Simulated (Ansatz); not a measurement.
Geometry optimisation, RKS PBE0/def2-SVP in Ansatz.

input.yaml

```yaml
crystal:
  periodic: [false, false, false]
  atoms:
    - { symbol: B, position_ang: [0.0, 0.0, 0.0] }
    - { symbol: Cl, position_ang: [0.0, 0.0, 2.21] }
    - { symbol: C, position_ang: [1.3856, 0.0, -0.8] }
    - { symbol: H, position_ang: [1.7152, -1.0462, -0.9702] }
    - { symbol: H, position_ang: [1.2491, 0.508, -1.7774] }
    - { symbol: H, position_ang: [2.1552, 0.5381, -0.2082] }
    - { symbol: H, position_ang: [-1.0305, 0.0, -0.595] }
    - { symbol: H, position_ang: [0.0668, 1.4124, 0.4698] }
    - { symbol: H, position_ang: [0.0595, 1.2578, 1.3665] }
basis:
  gaussian: { orbitals: def2-SVP }
hamiltonian:
  xc: pbe0
relax:
  f_tol: 0.15
  max_steps: 25
  restrain:
    - { distance: [0, 7], at: 1.19, k: 30.0 }
    - { distance: [8, 1], at: 1.37, k: 30.0 }
    - { distance: [0, 1], at: 3.06, k: 30.0 }
    - { distance: [8, 7], at: 1.86, k: 30.0 }
output:
  orbitals: {}
```

Run as:

```bash
$ ansatz run input.yaml --threads 1 --pin off --max-ram 2048MiB --backend cpu --events-out ev --progress --plain --runs-dir out
```

Problem. Where does it end, and by what steps?

Solution. It converged. The restraints hold the end off the free minimum. After 8 steps the energy has fallen by 1.486 eV (the restraints' own energy left out); B1 moved furthest, 0.60 Å.

| step | energy less start (eV) | largest force component (eV/Å) | accepted |
| --- | --- | --- | --- |
| 0 | 0.0000 | 3.400 | yes |
| 1 | -0.3527 | 4.142 | yes |
| 2 | -0.9223 | 2.534 | yes |
| 3 | -1.2670 | 1.470 | yes |
| 4 | -1.3861 | 0.906 | yes |
| 5 | -1.4144 | 1.496 | yes |
| 6 | -1.4162 | 1.118 | no |
| 7 | -1.4840 | 0.873 | yes |
| 8 | -1.4860 | 0.879 | yes |

```xyz
9
Properties=species:S:1:pos:R:3
B 0.011 0.464 -0.375
Cl 0.097 -0.015 2.645
C 1.419 0.009 -0.841
H 1.553 -1.079 -0.917
H 1.475 0.399 -1.880
H 2.262 0.465 -0.300
H -0.984 -0.191 -0.585
H -0.144 1.567 0.081
H -0.089 1.052 1.868
```

Run time: 20 s on 1 thread of Arm Neoverse V2, with other jobs on the host, peak memory 0.16 GiB.
